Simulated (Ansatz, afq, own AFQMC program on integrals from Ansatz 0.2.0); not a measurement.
Integrals from Ansatz 0.2.0, then the random walk in our own AFQMC program (afq).

```yaml
crystal:
  periodic: [false, false, false]
  atoms:
    - {symbol: Al, position_ang: [-0.059867, 0.000147, -0.132768]}
    - {symbol: H, position_ang: [0.448722, 0.001802, 1.985772]}
    - {symbol: H, position_ang: [-0.317066, -0.008906, 1.956389]}
    - {symbol: H, position_ang: [0.733301, 1.383310, -0.188797]}
    - {symbol: H, position_ang: [0.737612, -1.380129, -0.199290]}
basis:
  gaussian: {orbitals: cc-pVTZ}
magnetization: {spin_polarized: true, initial_magnetization: 1}
correlation: {method: ccsd_t, electrons: outside_noble_gas, hamiltonian_folder: ham}
```

```sh
$ ansatz run in.yaml --threads 1 --pin off --events-out ev --progress --plain --max-ram 24576MiB --backend cuda --devices 0, --max-vram 18GiB
```

afq runs on the folder ham with

```
--method phaseless --trial cisd --walkers 800 --populations 20 --least-time 60 --time-step 0.005 --steps-per-block 50 --equilibration-blocks 28 --max-blocks 4000 --target-error 0.00016 --factor-cut 1e-05 --start spin_pure --seed 5813 --release-times 0.24,0.51,0.99,1.62,2.4 --release-step 0.03 --release-every 3 --taylor-order 6
```

Times are imaginary, in 1/Eh. The walk had a cap of 215 s. With eight or more populations the least sampling time is a fifth of least-time, and the error comes from their spread.

Output of the walk:

```
orbitals 85  electrons 4 3  factors 504 of 512
reference energy -244.16656762 Eh
CCSD correlation -0.13115677 Eh in 10 cycles, weight of the determinant in the CISD state 0.9231
energy of the start -244.297692 Eh
 block  time / (1/Eh)  mean weight  energy / Eh
     1     0.250  0.9993  -244.296795
     2     0.500  0.9998  -244.297100
     3     0.750  1.0000  -244.297609
     4     1.000  0.9999  -244.297924
     5     1.250  0.9996  -244.298464
    12     3.000  0.9999  -244.299541
    19     4.750  1.0002  -244.299962
    24     6.000  1.0000  -244.301099
    26     6.500  1.0009  -244.300283
    33     8.250  1.0002  -244.300328
    35     8.750  1.0001  -244.299780
    40    10.000  1.0006  -244.300379
    47    11.750  0.9999  -244.300584
    54    13.500  1.0003  -244.300655
    61    15.250  0.9999  -244.300453
    68    17.000  0.9998  -244.299948
    75    18.750  0.9995  -244.300635
    78    19.500  1.0003  -244.300108
error from the spread of 20 populations
released: time / (1/Eh)  energy / Eh  error  mean overlap
  0.24  -244.300443  0.000078  1.0000
  0.51  -244.300495  0.000072  0.9982
  0.99  -244.300474  0.000075  0.9961
  1.62  -244.300473  0.000071  0.9917
  2.40  -244.300587  0.000089  0.9749
energy -244.300395 +/- 0.000091 Eh
(rows thinned)
```

The run passed its tests (sampling time, drift between the halves within three errors, error under three times the target), which doesn't prove that it has relaxed.

Against this walk (error 2.5 meV) on the same determinant: CCSD(T) 14.9 meV higher, CCSDT(Q) 3.0 meV lower (within the noise). The error is statistical and leaves out the bias of the constraint. Released to 2.40 1/Eh the energy moves by -5 ± 3 meV (both errors), within twice the noise.

Cautions: constraint bias not in the error.

The walk took 29 s on 1 × NVIDIA H100 80GB HBM3 with 2 threads of AMD EPYC 7R13 Processor (Zen 3), on a shared host (the card was shared). The log's last line is the phaseless energy.

CCSDT and higher add their correlation energy to the determinant of the CCSD(T) run, since their own runs factorise the integrals more tightly (a shift of under 2 meV).
